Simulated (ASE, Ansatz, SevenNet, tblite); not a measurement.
Ladder of methods for the equilibrium lattice constant a of cuprite Ag2O

Reference value: 4.745 Å (measured, 15 K, zero-point motion not removed; as tabulated in Gupta et al. (2014), arXiv:1311.4701).

Question: What do EMT (set for H, C, N, O), GFN2-xTB, IPEA1-xTB, SevenNet-0, SevenNet-l3i5, LDA, PBE, PBEsol, HSE06 give, and how far is each from the reference?

Answer: 
| level (code) | value (Å) | difference (%) |
|---|---|---|
| EMT (set for H, C, N, O) (ASE) | 5.027 | +5.94 |
| GFN2-xTB (tblite) | 4.856 | +2.34 |
| IPEA1-xTB (tblite) | 4.828 | +1.75 |
| SevenNet-0 | 4.838 | +1.96 |
| SevenNet-l3i5 | 4.843 | +2.07 |
| LDA (Ansatz) | 4.637 | -2.28 |
| PBE (Ansatz) | 4.812 | +1.41 |
| PBEsol (Ansatz) | 4.707 | -0.80 |
| HSE06 (Ansatz) | 4.791 | +0.97 |

Leaving aside EMT (set for H, C, N, O) (doubt noted below), IPEA1-xTB (doubt noted below): Once the reference is moved by up to 0.33 % (a margin picked here for doubts on the reference and the settings, and for temperature and zero-point motion) and values within 0.10 % count as equal, the nearest can be PBEsol (-0.80 %) or HSE06 (+0.97 %). By the same margin the farthest can be GFN2-xTB (+2.34 %) or LDA (-2.28 %).

The measured value isn't corrected to a static lattice, so vibrations enter the comparison. A static lattice is as a rule a little smaller than the measured one.  EMT (set for H, C, N, O): the source marks these parameters as not for serious use. GFN2-xTB: the method was fitted mainly to molecules. GFN2-xTB, IPEA1-xTB: the run uses a supercell at the zone centre in place of a k mesh. IPEA1-xTB: this parameter set was refitted to ionisation energies, not structures. Cutoffs and k meshes differ between the levels. Ansatz's density-functional and Hartree–Fock values are scalar-relativistic unless marked +SOC, with PAW data made under PBE.

Empirical potentials (EMT (set for H, C, N, O)) are fitted to chosen data: where that held the value shown, agreement is built in, and what lay outside the fit can be far off. Machine-learned potentials (SevenNet-0, SevenNet-l3i5) are trained on DFT data: a solid inside that data is no test of them.

Differences are worked out from the printed values.

Ansatz is a quantum-chemistry and plane-wave program.
